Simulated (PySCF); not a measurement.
**Carbon: a sound run and one with changed settings**

Sound run: C [He] 2s2 2p2, C⁺ [He] 2s2 2p1. All numbers are calculated (PySCF 2.14, scalar relativity by spin-free X2C-1e, in x2c-SVPall). The sound run starts from symmetry-adapted Hartree-Fock orbitals and uses a fine grid where one is needed.

Changed run: initial guess atom, at most 50 SCF cycles, level shift 10.0 hartree.

| species | method | sound run (hartree) | changed run (hartree) | converged |
| --- | --- | --- | --- | --- |
| C | UHF | -37.66002 | -37.66002 | no |
| C | PBE | -37.76650 | -37.76647 | no |
| C | LDA | -37.43623 | -37.43620 | no |
| C⁺ | UHF | -37.25916 | -37.25916 | no |
| C⁺ | PBE | -37.34119 | -37.34114 | no |
| C⁺ | LDA | -37.00542 | -37.00537 | no |

A level shift slows the SCF but leaves a converged energy unchanged.
